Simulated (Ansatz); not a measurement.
Ansatz (an electronic-structure program) input (CCSD(T)/def2-QZVPP):
A basis named .json is the Basis Set Exchange file of that set.

Ansatz 0.2 input:
```yaml
crystal:
  periodic: [false, false, false]
  atoms:
    - {symbol: Na, position_ang: [-0.00000000, -0.00000000, -2.00393830]}
    - {symbol: Na, position_ang: [0.00000000, 0.00000000, 2.00393830]}
basis:
  gaussian:
    orbitals: def2-QZVPP.json
total_charge: 1
magnetization: {spin_polarized: true, initial_magnetization: 1}
correlation: {method: ccsd_t, electrons: outside_noble_gas}
```

End of the output:

```
integrals: 0.27 GiB planned
727 factors; integrals over basis functions are off by at most 1.2e-3 eV
mean field: 0.30 GiB planned
mean field evaluation 1: about -8804.5835 eV, gradient 2.1e0 eV
mean field evaluation 2: about -8804.5858 eV, gradient 2.1e0 eV
mean field evaluation 4: about -8804.7963 eV, gradient 2.6e-1 eV
mean field evaluation 8: about -8804.8034 eV, gradient 1.2e-5 eV
mean field evaluation 16: about -8804.7376 eV, gradient 1.1e0 eV
mean field evaluation 32: about -8802.8041 eV, gradient 6.2e-3 eV
mean field evaluation 64: about -8801.3966 eV, gradient 2.7e-3 eV
mean field -8804.80339923 eV, -323.5705568115 hartree, gradient 4.0e-6 eV, S^2 0.750030; 2 other end points of the search recorded, 0 dependent functions left out
determinant -8804.80339923 eV, -323.5705568115 hartree, with singles and doubles -8804.80339923 eV, -323.5705568115 hartree
determinant -8802.80406535 eV, -323.4970826466 hartree, with singles and doubles -8802.80406535 eV, -323.4970826466 hartree
determinant -8802.04906026 eV, -323.4693367213 hartree, with singles and doubles -8802.04906026 eV, -323.4693367213 hartree
10 core orbitals not correlated
reference -8804.80339923 eV, -323.5705568115 hartree; 1, 0 occupied and 105, 106 virtual orbitals, 727 factors
second order 0.00000000 eV of doubles, -0.00000000 eV of singles
coupled cluster: 0.60 GiB planned
cycle   1  -0.00000000 eV  change  -2.6e-13 eV  update   5.5e-8
perturbative correction 0.00000000 eV, 0.0000000000 hartree
Total energy: -8804.80339923 eV, -323.5705568115 hartree
```
